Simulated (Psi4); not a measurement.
# SiH4S (Si(SH)H3) at SCAN/def2-QZVP (density fitting, sweep point 5)

What is the vertical ionisation energy of SiH4S (Si(SH)H3) at SCAN/def2-QZVP (density fitting, sweep point 5)? 

The results are computed with Psi4 1.11.

## (1) Starting point

SiH4S has 6 atoms, charge 0, and is taken as a singlet. SMILES: `[H][Si]([H])([H])S`. The shape is that of a GFN2-xTB optimisation.

Bond lengths: Si1–S2 2.147 Å, S2–H3 1.325 Å, Si1–H4 1.452 Å, Si1–H5 1.457 Å, Si1–H6 1.458 Å. Angles: Si1–S2–H3 97.0°, S2–Si1–H4 103.2°, S2–Si1–H5 107.7°, S2–Si1–H6 107.7°, H4–Si1–H5 113.2°, H4–Si1–H6 113.1°, H5–Si1–H6 111.3°.

## (2) A single-point energy at SCAN/def2-QZVP (density fitting, sweep point 5)

File job.in:

```
memory 1600 mb

molecule molecule1 {
  0 1
  Si     0.201210    -0.014540    -0.544580
  S      0.253720     0.019820     1.601470
  H     -1.056810     0.059910     1.795240
  H      1.606010    -0.020690    -0.909950
  H     -0.503230     1.180600    -0.990160
  H     -0.500900    -1.225100    -0.952020
  units angstrom
  symmetry c1
}

set {
  basis                def2-QZVP
  puream               true
  scf_type             df
  dft_radial_points    99
  dft_spherical_points 590
}

energy("scan")
```

Launch:

```console
$ psi4 -i job.in -o job.out -n 1
```

job.out:

```text
[...]
  Running in c1 symmetry.
[...]
  Nuclear repulsion =   89.527504102436609
[...]
  Multiplicity = 1
[...]
  Nalpha       = 17
  Nbeta        = 17
[...]
    Number of basis functions: 260
[...]
   @DF-RKS iter   1:  -690.09298523157076   -2.27139e-01   2.23384e-03 DIIS/ADIIS
[...]
   @DF-RKS iter   8:  -690.19606096621112   -5.30852e-08   7.50304e-07 DIIS
[...]
    Orbital Energies [Eh]
    ---------------------
    Doubly Occupied:
       1A    -88.508378     2A    -65.848036     3A     -7.848188
       4A     -5.792795     5A     -5.789929     6A     -5.785739
       7A     -5.216210     8A     -3.560062     9A     -3.557483
      10A     -3.557317    11A     -0.699200    12A     -0.512302
      13A     -0.394409    14A     -0.346016    15A     -0.339273
      16A     -0.302045    17A     -0.236935
[...]
  @DF-RKS Final Energy:  -690.19606096621112
   => Energetics <=
    Nuclear Repulsion Energy =             89.5275041024366089
    One-Electron Energy =               -1132.2639869276868012
    Two-Electron Energy =                 400.7331165121213417
    DFT Exchange-Correlation Energy =     -48.1926946530821354
    Empirical Dispersion Energy =           0.0000000000000000
    VV10 Nonlocal Energy =                  0.0000000000000000
    Total Energy =                       -690.1960609662111210
[...]
 Multipole Moments:
 ------------------------------------------------------------------------------------
     Multipole            Electronic (a.u.)      Nuclear  (a.u.)        Total (a.u.)
 ------------------------------------------------------------------------------------
 L = 1.  Multiply by 2.5417464519 to convert [e a0] to [Debye]
 Dipole X            :          0.9094634           -1.2039031           -0.2944398
 Dipole Y            :          0.0210380           -0.0178975            0.0031405
 Dipole Z            :          2.6328137           -3.0322731           -0.3994595
 Magnitude           :                                                    0.4962585
[...]
```

It took 47 s on 1 thread of AMD EPYC 9R45 (Zen 5), shared host; peak memory 1.4 GiB.

## (3) The doublet cation

File h4ssi.dat:

```
memory 1.6 GB

molecule mol {
  1 2
  Si     0.201210    -0.014540    -0.544580
  S      0.253720     0.019820     1.601470
  H     -1.056810     0.059910     1.795240
  H      1.606010    -0.020690    -0.909950
  H     -0.503230     1.180600    -0.990160
  H     -0.500900    -1.225100    -0.952020
  units angstrom
  symmetry c1
}

set globals {
  reference            uks
  puream               true
  scf_type             df
  dft_radial_points    99
  dft_spherical_points 590
  maxiter              150
}

e = energy('scan/def2-QZVP')
```

Launch:

```console
$ psi4 h4ssi.dat h4ssi.out -n 1
```

h4ssi.out:

```text
[...]
  Running in c1 symmetry.
[...]
  Nuclear repulsion =   89.527504102436609
[...]
  Multiplicity = 2
[...]
  Nalpha       = 17
  Nbeta        = 16
[...]
    Number of basis functions: 260
[...]
   @DF-UKS iter   1:  -689.78001951493491    8.58267e-02   1.81955e-03 ADIIS/DIIS
[...]
   @DF-UKS iter   9:  -689.84161232422184   -1.64399e-07   8.71575e-07 DIIS
[...]
   @S^2 Observed:                7.582145382E-01
[...]
    Orbital Energies [Eh]
    ---------------------
    Alpha Occupied:
       1A    -88.845040     2A    -66.072684     3A     -8.178988
       4A     -6.129740     5A     -6.120134     6A     -6.116603
       7A     -5.442490     8A     -3.787795     9A     -3.783307
      10A     -3.782241    11A     -1.009699    12A     -0.746901
      13A     -0.665940    14A     -0.597855    15A     -0.577603
      16A     -0.547515    17A     -0.540606
    Alpha Virtual:
      18A     -0.244275    19A     -0.233874    20A     -0.188365
      21A     -0.187074    22A     -0.162040    23A     -0.105834
      24A     -0.100292    25A     -0.071632    26A     -0.054097
[...]
  @DF-UKS Final Energy:  -689.84161232422184
   => Energetics <=
    Nuclear Repulsion Energy =             89.5275041024366089
    One-Electron Energy =               -1123.1212426970407705
    Two-Electron Energy =                 391.6526914831467820
    DFT Exchange-Correlation Energy =     -47.9005652127643202
    Empirical Dispersion Energy =           0.0000000000000000
    VV10 Nonlocal Energy =                  0.0000000000000000
    Total Energy =                       -689.8416123242218418
[...]
 Multipole Moments:
 ------------------------------------------------------------------------------------
     Multipole            Electronic (a.u.)      Nuclear  (a.u.)        Total (a.u.)
 ------------------------------------------------------------------------------------
 L = 1.  Multiply by 2.5417464519 to convert [e a0] to [Debye]
 Dipole X            :          0.7164737           -1.2039031           -0.4874294
 Dipole Y            :          0.0267554           -0.0178975            0.0088579
 Dipole Z            :          3.0941405           -3.0322731            0.0618674
 Magnitude           :                                                    0.4914199
[...]
```

It took 95 s on 1 thread of AMD EPYC 9R45 (Zen 5), shared host; peak memory 1.4 GiB.

## (4) What came out

Level: SCAN/def2-QZVP (density fitting, sweep point 5).

```
                                          quantity          value
                       singlet SiH4S: total energy  -690.19606 Eh
                      singlet SiH4S: dipole moment         1.26 D
                        singlet SiH4S: HOMO energy       -6.45 eV
                        singlet SiH4S: LUMO energy       -0.52 eV
                      singlet SiH4S: HOMO–LUMO gap        5.93 eV
                      doublet cation: total energy  -689.84161 Eh
doublet cation: HOMO energy (highest over α and β)      -14.71 eV
 doublet cation: LUMO energy (lowest over α and β)      -12.71 eV
                              doublet cation: ⟨S²⟩          0.758
vertical ionisation energy (to the doublet cation)       9.645 eV
```

What this shows: The vertical ionisation energy comes to 9.65 eV (222 kcal/mol). The negative HOMO energy of the first species, 6.45 eV, lies 3.20 eV below that difference.
